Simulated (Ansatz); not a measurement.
**CHNSi (triplet): from Hartree-Fock to the top rungs, def2-TZVPP**

The task here is to estimate one member of a computed series from the others.

Computed with Ansatz 0.2.0, Gaussian basis. Level: def2-TZVPP, core rule «outside noble gas», up to 7 orbitals frozen.

Plan: UHF; ROHF; CCSD(T) on UHF.

2 further runs of the same task are left out: 2 set aside as unsound or not needed.

## The system

The geometry is a PBE0/def2-TZVP stationary point (not a proven minimum).

4 atoms, charge 0, spin multiplicity 3.

Atoms are counted from 1 here; the program's logs count them from 0.

Bond lengths: C1–N2 1.210 Å, C1–H4 1.080 Å, N2–Si3 1.677 Å. Angles: N2–C1–H4 141.6°, C1–N2–Si3 175.8°.

The first run:

in.yaml

```yaml
crystal:
  periodic: [false, false, false]
  atoms:
    - {symbol: C, position_ang: [0.000003, -0.203741, 0.797438]}
    - {symbol: N, position_ang: [-0.000006, -0.103756, -0.408858]}
    - {symbol: Si, position_ang: [0.000001, -0.087034, -2.085648]}
    - {symbol: H, position_ang: [0.000003, 0.394532, 1.697068]}
basis:
  gaussian: {orbitals: def2-TZVPP}
magnetization: {spin_polarized: true, initial_magnetization: 2}
hamiltonian: {xc: hf}
output: {orbitals: {seedname: orbitals}}
```

Command:

```sh
$ ansatz run in.yaml --threads 1 --pin off --events-out ev --progress --plain --max-ram 4096MiB --backend cpu
```

Among the steps run: UHF; ROHF; CCSD(T) on UHF.

One table of the session follows, with a row left open; its other results are not shown here.

It belongs to the step «Misses and costs». 

| method | from UCCSD(T) (meV) |
| --- | --- |
| ROHF | +12877.9 |
| UHF | ? |
| UMP2 | +1620.7 |
| UCCSD | +648.8 |
| UCCSD(T) | 0 |

**Question.** Estimate the row for UHF.

The run gave: from UCCSD(T) (meV): +12305.4. In the column «from UCCSD(T) (meV)» it lies between UMP2 (+1620.7) and ROHF (+12877.9).

With the free atoms at the same levels and basis (separate runs), the atomisation energy is 13.990 eV at UCCSD(T), 9.042 eV at ROHF.
